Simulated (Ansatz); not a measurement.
Write a Python script for Ansatz 0.2.0, Python API that makes harmonic frequencies at the relaxed geometry of C2H4ClFO, SMILES OCC(F)Cl. Use (for the species named): B3LYP, cc-pVDZ basis, multiplicity 1.

The script, `freq_c2h4clfo.py`:
```python
'''Harmonic frequencies of C2H4ClFO at its relaxed geometry.'''

from dataclasses import dataclass

import ansatz as az
import numpy as np
from rdkit import Chem
from rdkit.Chem import AllChem


@dataclass(frozen=True)
class RunConfig:
    basis: str = 'cc-pVDZ'
    xc: str = 'B3LYP'


settings = RunConfig()

# start geometry from RDKit
rd = Chem.AddHs(Chem.MolFromSmiles('OCC(F)Cl'))
AllChem.EmbedMolecule(rd, randomSeed=560)
AllChem.UFFOptimizeMolecule(rd)
geometry = az.Crystal.molecule()
for atom, xyz in zip(rd.GetAtoms(), rd.GetConformer().GetPositions()):
    geometry = geometry.atom(atom.GetSymbol(), xyz.round(5).tolist())

setup = (
    geometry.calculation()
    .basis(gaussian=settings.basis)
    .functional(settings.xc)
    .scf(lower_state_search='standard')
)
symbols = [site.symbol for site in geometry.cartesian_sites]
start = np.array([site.position_ang for site in geometry.cartesian_sites], dtype=float)
data = setup.relax(force_tolerance=0.003).run(threads=1).report
end = np.array(data['positions_ang'])

print('final positions (A) and the move of each atom')
for symbol, xyz, old in zip(symbols, end, start):
    print(f'{symbol:2s} {xyz[0]:10.5f} {xyz[1]:10.5f} {xyz[2]:10.5f}   {np.linalg.norm(xyz - old):7.4f}')

# frequencies need a stationary point, so they are taken at the relaxed geometry
minimum = az.Crystal.molecule()
for symbol, place in zip(symbols, end):
    minimum = minimum.atom(symbol, place.tolist())
vibrating = (
    minimum.calculation()
    .basis(gaussian=settings.basis)
    .functional(settings.xc)
    .scf(lower_state_search='standard')
    .phonons(temperatures=(200, 600, 100))
)
vib = vibrating.run(threads=1).report['vibrations']
sums = vib['harmonic_sums']
modes = [m['omega_inv_cm'] for m in sums['modes_at_gamma'] if m['rigid_motion'] == 'no']
for number, w in enumerate(modes, start=1):
    print(f'mode {number:2d} {w:9.1f} 1/cm {w / 8065.544 * 1000:8.2f} meV')
print('imaginary modes:', sum(w < 0 for w in modes), ' zero-point energy:', round(sums['zero_point_energy_ev'], 4), 'eV')
print('T (K)   F_vib (eV)   S_vib (meV/K)   C_vib (meV/K)')
for row in zip(sums['temperatures_k'], sums['vibrational_free_energy_ev'], vib['entropy_ev_per_k'], vib['heat_capacity_ev_per_k']):
    print(f'{row[0]:6.1f} {row[1]:11.4f} {1000 * row[2]:13.4f} {1000 * row[3]:15.4f}')
```

```console
$ python freq_c2h4clfo.py
final positions (A) and the move of each atom
O    -1.32201    0.52967    0.75509    0.1334
C    -0.65111   -0.35851   -0.10097    0.0453
C     0.84247   -0.08596   -0.18511    0.0473
F     1.01702    1.22153   -0.59599    0.1090
Cl    1.67487   -0.29548    1.40505    0.0406
H    -1.06955    1.42711    0.48560    0.2838
H    -0.81662   -1.37859    0.27636    0.0370
H    -1.03349   -0.31288   -1.14356    0.1103
H     1.35841   -0.74691   -0.89647    0.0473
mode  1     113.8 1/cm    14.10 meV
mode  2     223.8 1/cm    27.75 meV
mode  3     314.7 1/cm    39.02 meV
mode  4     376.9 1/cm    46.73 meV
mode  5     416.2 1/cm    51.60 meV
mode  6     625.0 1/cm    77.49 meV
mode  7     753.1 1/cm    93.37 meV
mode  8     883.3 1/cm   109.51 meV
mode  9     988.5 1/cm   122.56 meV
mode 10    1066.6 1/cm   132.24 meV
mode 11    1138.9 1/cm   141.20 meV
mode 12    1222.8 1/cm   151.61 meV
mode 13    1264.8 1/cm   156.81 meV
mode 14    1345.6 1/cm   166.83 meV
mode 15    1373.2 1/cm   170.26 meV
mode 16    1426.7 1/cm   176.89 meV
mode 17    1463.7 1/cm   181.47 meV
mode 18    2959.2 1/cm   366.89 meV
mode 19    3099.3 1/cm   384.27 meV
mode 20    3106.4 1/cm   385.15 meV
mode 21    3752.8 1/cm   465.29 meV
imaginary modes: 0  zero-point energy: 1.7305 eV
T (K)   F_vib (eV)   S_vib (meV/K)   C_vib (meV/K)
 200.0      1.7124        0.2428          0.3477
 300.0      1.6793        0.4195          0.5372
 400.0      1.6283        0.5995          0.7202
 500.0      1.5594        0.7777          0.8774
 600.0      1.4730        0.9494          1.0053
```

The settings weren't tested for convergence. The frequencies are harmonic and unscaled, in a modest basis. The result belongs to the one conformer reached from this start, and soft torsions count as harmonic oscillators. b3lyp holds the VWN-RPA fit, as in Gaussian; the form of ORCA and Turbomole is b3lyp5. Run time: 4.5 min on 1 thread of Intel(R) Xeon(R) Platinum 8375C CPU @ 2.90GHz (Ice Lake), on a shared host, peak memory 0.33 GiB.

(Lines on the test bed's own set-up are left out of the output.)
